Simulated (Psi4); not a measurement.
This Psi4 input (PBE/6-311++G(2d,2p)) gives -40.46188 Eh with 67 basis functions.

```
memory 2025 MB

molecule {
0 1
C    -0.00000000    0.00000000   -0.00000000
H     0.62054657    0.62688914    0.63896175
H    -0.64285838   -0.62489528    0.61852983
H     0.63693263   -0.63278043   -0.61664082
H    -0.61462083    0.63078657   -0.64085076
}

set {
  basis 6-311++g(2d,2p)
  scf_type df
}

energy('pbe')
print_variables()
```

Change:
```diff
- basis 6-311++g(2d,2p)
+ basis 6-31g
```

Task: What does the run give now?

Result: -40.43839 Eh (PBE/6-31G, 17 functions), a change of +23.49 mEh.
